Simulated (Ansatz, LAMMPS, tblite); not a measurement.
Wurtzite ZnS (high-temperature phase), elastic constant C44

Reference value: 28.6 GPa (measured, temperature not stated, not corrected to a static lattice; as tabulated in Grünwald et al. (2012), arXiv:1201.2992).

```json
[
 {"level (code)": "ionic model grunwald2012 (rigid ions, LAMMPS)", "value (GPa)": "32.2", "cell (Å³/atom)": "20.52", "difference (%)": "+12.6"},
 {"level (code)": "GFN2-xTB (tblite)", "value (GPa)": "21.0", "cell (Å³/atom)": "20.99", "difference (%)": "-27"},
 {"level (code)": "PBE (Ansatz)", "value (GPa)": "27.7", "cell (Å³/atom)": "20.18", "difference (%)": "-3.1"},
 {"level (code)": "r²SCAN (Ansatz)", "value (GPa)": "29.6", "cell (Å³/atom)": "19.59", "difference (%)": "+3.5"},
 {"level (code)": "HSE06 (Ansatz)", "value (GPa)": "29.0", "cell (Å³/atom)": "19.98", "difference (%)": "+1.4"}
]
```

The reference's temperature isn't stated, so close values are not ranked against it. Off by more than 25 %, or 35 % on the side where a correction would as a rule narrow the miss (bounds picked here): GFN2-xTB (-27 %).

The reference isn't brought to a static lattice, while the calculations are for one, so the differences are not the levels' errors alone. A static lattice is as a rule stiffer than a warm one, by over a tenth in soft solids.  GFN2-xTB: the method was fitted mainly to molecules. GFN2-xTB: the run uses a supercell at the zone centre in place of a k mesh. Each level is taken at its own relaxed cell. Cutoffs and k meshes differ between the levels. Ansatz's density-functional and Hartree–Fock values are scalar-relativistic unless marked +SOC, with PAW data made under PBE.

Empirical potentials (ionic model grunwald2012) are fitted to chosen data: where that held the value shown, agreement is built in, and what lay outside the fit can be far off.

Differences are worked out from the printed values.

Ansatz is a first-principles code.
